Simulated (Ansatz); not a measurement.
C$_{2}$H$_{2}$FNS, SMILES `FC1=NCS1`, 7 atoms. Total charge 0; spin multiplicity 1. All runs use 2 threads of an Arm Neoverse V1 on a shared host. Correlated methods freeze the cores.

(1) How many basis functions does each run have, and how long does it take in Ansatz? RHF-CCSD(T)/def2-TZVPP energy; RHF-CCSD(T)/def2-SVP energy; RKS PBE0-D4/def2-SVP energy; RKS PBE0-D4/def2-QZVPP energy; RKS SPW92 (LDA)/def2-TZVPP energy; RHF-MP2/def2-QZVPP energy; RKS PBE0-D4/def2-TZVP relaxation (5 steps); RKS r2SCANh-D4/def2-TZVPP energy; RKS PBE0-D4/def2-TZVP frequencies; RKS ωB97M-V/def2-SVP energy; RKS BLYP-D4/def2-TZVPP energy; RKS ωB97M-V/def2-QZVPP energy. (Best estimate.)

## Answers

(1) The calculation gave: Other jobs shared the machine, so times are rough.

| level | job | functions | wall time | peak host memory (GiB) |
| --- | --- | --- | --- | --- |
| RKS PBE0-D4/def2-SVP | energy | 84 | 1.2 s | 0.4 |
| RKS SPW92 (LDA)/def2-TZVPP | energy | 194 | 1.3 s | 0.21 |
| RKS BLYP-D4/def2-TZVPP | energy | 194 | 2.1 s | 0.21 |
| RHF-CCSD(T)/def2-SVP | energy | 84 | 3.4 s | 0.4 |
| RKS ωB97M-V/def2-SVP | energy | 84 | 6 s | 0.4 |
| RKS r2SCANh-D4/def2-TZVPP | energy | 194 | 6 s | 0.43 |
| RKS PBE0-D4/def2-QZVPP | energy | 358 | 10 s | 0.93 |
| RHF-MP2/def2-QZVPP | energy | 358 | 20 s | 1.6 |
| RKS ωB97M-V/def2-QZVPP | energy | 358 | 22 s | 1.1 |
| RKS PBE0-D4/def2-TZVP | relaxation (5 steps) | 173 | 22 s | 0.37 |
| RHF-CCSD(T)/def2-TZVPP | energy | 194 | 86 s | 2.3 |
| RKS PBE0-D4/def2-TZVP | frequencies | 173 | 110 s | 0.4 |
